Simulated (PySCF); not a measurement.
**HAlN⁺, quintet: the ladder up to RCCSDT**

Geometry: that of the HAlN, quartet, kept fixed.

```csv
atom,x (Å),y (Å),z (Å)
Al,0.0000,-0.1047,0.6174
N,0.0000,0.1075,-1.2897
H,0.0000,1.3076,1.3949
```

Basis cc-pVDZ; PySCF 2.14.0. Only valence electrons are correlated (noble-gas cores frozen), which leaves 8 electrons in 31 orbitals. R marks a restricted (for open shells ROHF) determinant, U an unrestricted one.

Full CI isn't at hand for all of this; RCCSDT serves as the reference. It lacks quadruple excitations, which often exceed the step from CCSD(T) to CCSDT. The frozen core follows each run's orbitals, which can shift R against U totals by a few meV.

The UHF ⟨S²⟩ is 6.026 and the T1 diagnostic (ROHF- or RHF-based CCSD) is 0.0468. The largest doubles amplitude (ROHF- or RHF-based CCSD) is 0.063 and the T1 diagnostic (UCCSD) is 0.0305.

| level | E − E(RCCSDT) (kJ/mol) | share of correlation (%) | wall time |
| --- | --- | --- | --- |
| RHF | 372.6 | 0.00 | – |
| UHF | 356.7 | 4.27 | – |
| RMP2 | 92.4 | 75.21 | – |
| UMP2 | 86.3 | 76.83 | – |
| RCCSD | 9.1 | 97.56 | – |
| UCCSD | 8.0 | 97.84 | – |
| RCCSD(T) | 2.3 | 99.37 | 1.3 s |
| UCCSD(T) | 1.8 | 99.52 | 0.93 s |
| UCCSDT | -0.4 | 100.10 | 88 s |

The correlation energy at RCCSDT, counted from RHF, is -3.862 eV. That run took 96 s on 1 thread of Intel Xeon Platinum 8259CL, shared host.

Times are those of the correlated step on a shared host, with one SCF added for the restricted CCSD run; they ran on 1 thread of Intel Xeon Platinum 8259CL.
